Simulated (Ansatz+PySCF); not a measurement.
A calculation with Ansatz (development build ahead of 0.2.0).

```yaml
crystal:
  periodic: [false, false, false]
  atoms:
    - { symbol: Li, position_ang: [0.0, 0.0, 0.0] }
    - { symbol: F, position_ang: [10.0, 0.0, 0.0] }
basis:
  gaussian: { orbitals: cc-pVDZ }
magnetization:
  spin_polarized: true
hamiltonian:
  xc: pbe
scf:
  omitted_lower_state_checks: [starts, atomic_configurations, cluster_reference, orbital_swaps, given_window_search, neighbouring_geometries, increment]
```

The input is written out in the form of the current development build from the run's settings.

Output:

```json
{
 "Converged": "yes",
 "Total energy": "-107.11536 hartree",
 "Stability test": "minimum"
}
```

Caution: charge can spread falsely over distant fragments; the unrestricted determinant is spin contaminated.
